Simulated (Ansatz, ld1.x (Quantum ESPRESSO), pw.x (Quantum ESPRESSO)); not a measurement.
What a changed setting does to a pw.x run (fcc Sb)

Potential: PAW, ld1.x (Quantum ESPRESSO) 7.5, LDA (PW92); core [Kr], reference 4d10 5s2 5p2.5; waves: 5s (bound): rcut 1.62, rcutus 1.98 bohr; 5s channel at -0.4 Ry: rcut 1.62, rcutus 1.98 bohr; 5p (bound): rcut 1.92, rcutus 2.66 bohr; 5p channel at 0.6 Ry: rcut 1.92, rcutus 2.66 bohr; 4d (bound): rcut 1.40, rcutus 1.92 bohr; 4d channel at 0.5 Ry: rcut 1.40, rcutus 1.92 bohr; local part: all-electron potential smoothed inside 1.76 bohr (lloc = -2); core correction: a·sin(br)/r model core, default radius (core density twice the valence density); augmentation: BESSEL, radius 1.10 bohr.

The reference run (k-mesh 12³, cutoffs 60/480 Ry, Fermi–Dirac 0.01 Ry, mixing_beta 0.4, conv_thr 1e-9, no spin) gives 0.16 GPa at 25.892 Å³/atom, where all-electron LAPW gives -0.19 GPa. This run, with its own iteration cap, changes smearing to fermi, a wrong or extreme entry chosen on purpose.

```
&control
  calculation='scf', prefix='x', pseudo_dir='./', outdir='./tmp', tstress=.true., disk_io='none'
/
&system
  ibrav=0, nat=1, ntyp=1, ecutwfc=60, ecutrho=480, nbnd=15,
  occupations='smearing', smearing='fermi', degauss=0.01
/
&electrons
  conv_thr=1e-09, mixing_beta=0.4, electron_maxstep=70
/
ATOMIC_SPECIES
Sb 1.0 Sb.UPF
CELL_PARAMETERS angstrom
  0.00000000 2.34807448 2.34807448
  2.34807448 0.00000000 2.34807448
  2.34807448 2.34807448 0.00000000
ATOMIC_POSITIONS crystal
Sb 0.0000 0.0000 0.0000
K_POINTS automatic
12 12 12 0 0 0
```

```bash
pw.x < Sb.scf.in > Sb.scf.out
```

Q: How does the run end?

A: It stops with "set_occupations: smearing fermi unknown".

```
Error in routine  set_occupations (1):
      smearing fermi unknown
```
